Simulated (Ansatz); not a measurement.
How far each method lies from UCCSDT(Q) for [GeH$_{3}$···H···BH$_{2}$], doublet

Geometry: a point of a hydrogen-transfer path between rigid fragments, not a stationary point.

```json
{"atom": "Ge", "x (Å)": "-0.4499", "y (Å)": "0.0000", "z (Å)": "0.0000"}
{"atom": "H", "x (Å)": "-0.9613", "y (Å)": "1.4466", "z (Å)": "0.0000"}
{"atom": "H", "x (Å)": "-0.9613", "y (Å)": "-0.7233", "z (Å)": "1.2528"}
{"atom": "H", "x (Å)": "-0.9613", "y (Å)": "-0.7233", "z (Å)": "-1.2528"}
{"atom": "H", "x (Å)": "1.4131", "y (Å)": "0.0000", "z (Å)": "0.0000"}
{"atom": "B", "x (Å)": "2.5831", "y (Å)": "0.0000", "z (Å)": "0.0000"}
{"atom": "H", "x (Å)": "3.0922", "y (Å)": "0.0000", "z (Å)": "1.0770"}
{"atom": "H", "x (Å)": "3.0922", "y (Å)": "0.0000", "z (Å)": "-1.0770"}
```

Basis cc-pVDZ; Ansatz 0.2.0. Only valence electrons are correlated (noble-gas cores and the filled d shells of p-block atoms frozen), which leaves 13 electrons in 56 orbitals. R marks a restricted (for open shells ROHF) determinant, U an unrestricted one. No spin–orbit coupling is included, and no scalar relativity.

Full CI isn't at hand for all of this; UCCSDT(Q) serves as the reference, and is uncertain by about the last step of the cluster series.

The UHF ⟨S²⟩ is 0.759. The T1 diagnostic (RCCSD) is 0.0137 and the largest doubles amplitude (RCCSD) is 0.036. The T1 diagnostic (UCCSD) is 0.0100.

Task: From what is known of these methods and the diagnostics, rank them by the size of their error in total energy against UCCSDT(Q) in cc-pVDZ, smallest first (an estimate: the text doesn't fix the numbers).
A. UMP2
B. UHF
C. UCCSD(T)
D. UCCSDT
E. UCCSD

Result: D (0.3 kJ/mol), C (3.1 kJ/mol), E (15.1 kJ/mol), A (144.2 kJ/mol), B (651.3 kJ/mol).

All errors are against UCCSDT(Q) in cc-pVDZ. Within each family the higher level lies nearer, as is usual though not guaranteed.
